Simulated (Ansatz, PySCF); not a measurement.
This Ansatz (an electronic-structure program) input computes a CCSD(T)/cc-pVDZ energy:

Ansatz 0.2 input:
```yaml
crystal:
  periodic: [false, false, false]
  atoms:
    - {symbol: C, position_ang: [-0.02656740, -0.39643901, 0.74037214]}
    - {symbol: N, position_ang: [-0.04025319, 0.87186173, 0.00009760]}
    - {symbol: C, position_ang: [-0.04739019, -0.39723479, -0.73890413]}
    - {symbol: H, position_ang: [0.88684478, 1.28341918, -0.01317394]}
    - {symbol: H, position_ang: [-0.93332050, -0.60983971, 1.29271705]}
    - {symbol: H, position_ang: [-0.96932769, -0.61121579, -1.26527787]}
    - {symbol: H, position_ang: [0.88822522, -0.70100522, 1.23593203]}
    - {symbol: H, position_ang: [0.85309603, -0.70234775, -1.25968851]}
basis:
  gaussian:
    orbitals: cc-pVDZ
magnetization: {spin_polarized: false}
correlation: {method: ccsd_t, electrons: outside_noble_gas}
```

Q: Write an input for the same energy in PySCF and say what it gives.

A: 
```python
from pyscf import gto, scf, mp, cc as ccmod

mol = gto.M(
    atom='''
    C    -0.02656740   -0.39643901    0.74037214
    N    -0.04025319    0.87186173    0.00009760
    C    -0.04739019   -0.39723479   -0.73890413
    H     0.88684478    1.28341918   -0.01317394
    H    -0.93332050   -0.60983971    1.29271705
    H    -0.96932769   -0.61121579   -1.26527787
    H     0.88822522   -0.70100522    1.23593203
    H     0.85309603   -0.70234775   -1.25968851
    ''',
    basis='cc-pvdz',
    charge=0,
    spin=0,
    verbose=4,
)

mf = scf.RHF(mol)
mf.conv_tol = 1e-10
mf.max_cycle = 100
mf.kernel()
mp2 = mp.MP2(mf, frozen=3).run()
cc = ccmod.CCSD(mf, frozen=3)
cc.max_cycle = 100
cc.kernel()
et = cc.ccsd_t()
print(f'E(CCSD(T)) = {cc.e_tot + et:.9f}')
```
It gives -133.54656 Eh, and Ansatz -133.54656 Eh, a difference of 0.00 mEh.
